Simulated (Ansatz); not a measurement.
A made-up structure of CH$_{3}$OSi, doublet:

C1  (-0.489, 0.398, -0.710)
Si2  (0.434, -0.396, 0.630)
O3  (0.008, -0.734, -1.387)
H4  (-1.021, -0.182, -1.457)
H5  (-0.547, 1.478, -0.818)
H6  (1.074, 0.603, 1.522)
(Å)

It is relaxed with PBE-D4/def2-SVP and then PBE0-D4/def2-TZVP (Ansatz 0.2.0). Atoms count as bonded within 1.22 times the sum of their covalent radii (H–H: 0.88 Å). The end point is not checked to be a true minimum.

Task: Does its bonding change? (A judgement: the text doesn't fix the answer.)

Result: Computed: Yes. Formed: none; broken: O3–H4.

Where it ends: The first stage lowers the energy by 4.87 eV in 14 steps. It ends as CH₃OSi ([CH2]1[O][SiH]1):
C1  (-0.626, 0.342, -0.823)
Si2  (0.269, -0.411, 0.574)
O3  (0.625, -0.393, -1.053)
H4  (-1.499, -0.150, -1.244)
H5  (-0.549, 1.398, -1.075)
H6  (1.239, 0.381, 1.402)
(Å)

Labels in which every atom is bracketed show which atoms are joined, not bond orders.

For scale, one of the runs: PBE0-D4/def2-TZVP relaxation, 117 basis functions, launched by `ansatz run in.yaml --threads 2 --pin off --events-out ev --progress --plain --max-ram 4352MiB`. The run took about 25 s on 2 CPU threads of an Arm Neoverse V1 (shared host).
